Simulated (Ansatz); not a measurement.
1T (CdI2-type) TiTe2, treated with PBEsol+SOC (PAW; Ansatz, a first-principles code).

The run printed, among other lines:

```
Relaxation: its limit of steps is 80 (relax.max_steps)
Crystal: 3 atoms, lattice volume = 73.363 Å³
Basis set: ecut = 520 eV, 1979 PW (Γ), exchange–correlation on 60×60×96 points (8 copies of the dense FFT grid, shifted against one another)
Bands: 54, of which v1, the nominal top of the filled ones, is band 44 counted from 1 (43 counted from 0)
Symmetry: 12 space group operations + 12 with time reversal
k-points: 330 of 3240
Initial density: superposition of atomic densities (chi_scale 0.1, normalization cell, long waves kept (reshape's long-wave potential 0.05 eV rms))
Functional: x = pbesol(κ = 0.804, μ = 0.12345679012345678), c = pbesol(β = 0.046)
spin=Noncollinear: Kerker preconditioning applied to the charge; magnetization (m_x, m_y, m_z) channels mix plain (no charge-response kernel on spin).
SCF 1 converged in 11 iterations: F = -16284.440422 eV  dr2 = 2.53e-8
Crystal: 3 atoms, lattice volume = 73.363 Å³
Initial density: handed on by an earlier stage of this run
spin=Noncollinear: Kerker preconditioning applied to the charge; magnetization (m_x, m_y, m_z) channels mix plain (no charge-response kernel on spin).
SCF 2 converged in 7 iterations: F = -16284.392516 eV  dr2 = 5.76e-8
Crystal: 3 atoms, lattice volume = 73.363 Å³
spin=Noncollinear: Kerker preconditioning applied to the charge; magnetization (m_x, m_y, m_z) channels mix plain (no charge-response kernel on spin).
SCF 3 converged in 11 iterations: F = -16284.453706 eV  dr2 = 1.88e-12
Crystal: 3 atoms, lattice volume = 73.363 Å³
spin=Noncollinear: Kerker preconditioning applied to the charge; magnetization (m_x, m_y, m_z) channels mix plain (no charge-response kernel on spin).
SCF 4 converged in 6 iterations: F = -16284.453726 eV  dr2 = 4.09e-10
Crystal: 3 atoms, lattice volume = 73.363 Å³
spin=Noncollinear: Kerker preconditioning applied to the charge; magnetization (m_x, m_y, m_z) channels mix plain (no charge-response kernel on spin).
SCF 5 converged in 6 iterations: F = -16284.453726 eV  dr2 = 1.42e-12
SCF converged after 6 iterations
Free energy (F): -16284.453726 eV
Internal energy: -16284.441019 eV  (E = F + TS)
E sigma→0 (E₀):  -16284.447372 eV
Fermi energy:    11.627725 eV
--- Forces (eV/Å), atoms counted from 1 ---
  atom   1  Ti     0.00000000     0.00000000     0.00000000
  atom   2  Te    -0.00000000     0.00000000    -0.00034199
  atom   3  Te     0.00000000    -0.00000000     0.00034199
--- Stress (GPa, compression-positive) ---
        1.719707       0.000000      -0.000000
        0.000000       1.719707       0.000000
        0.000000       0.000000       1.715660
  P = ⅓ Tr σ = 1.7184 GPa (17.184 kbar)
```

Question: Write an input file that could have produced this run (the log leaves some choices open).

Answer: One answer among several that fit: 
Ansatz 0.2 input:
```yaml
crystal:
  lattice:
    - [3.6489494541, 0.0, 0.0]
    - [-1.824474727, 3.1600829243, 0.0]
    - [0.0, 0.0, 6.3622268989]
  atoms:
    - { symbol: Ti, position: [0.0, 0.0, 0.0] }
    - { symbol: Te, position: [0.3333333333, 0.6666666667, 0.2670035777] }
    - { symbol: Te, position: [0.6666666667, 0.3333333333, 0.7329964223] }
basis:
  ecutwfc: 520
  ecutrho_ratio: 4
  xc_grid: 2
kpoints:
  mp_grid: { grid: [18, 18, 10] }
hamiltonian:
  xc: pbesol
  dispersion: none
  pseudopotentials: { kind: paw }
scf:
  occupations: { method: fermi_dirac, width: 0.05 }
output:
  forces: true
  stress: true
  eigenvalues: true
magnetization:
  noncollinear: true
  spin_orbit: true
relax:
  f_tol: 0.004
  escape_saddle: false
  max_steps: 80
  cell: { stress_tol: 0.02, fix: [volume] }
```

The cell is one volume of an energy–volume scan, off the minimum.

The PAW data were made under PBE.

Note: the cell comes from a level without a dispersion term, which matters for the spacing of layers, chains or molecules. Note: the volume lies 9 % below that of the published cell.

It cost very roughly 19 core-minutes of CPU time.
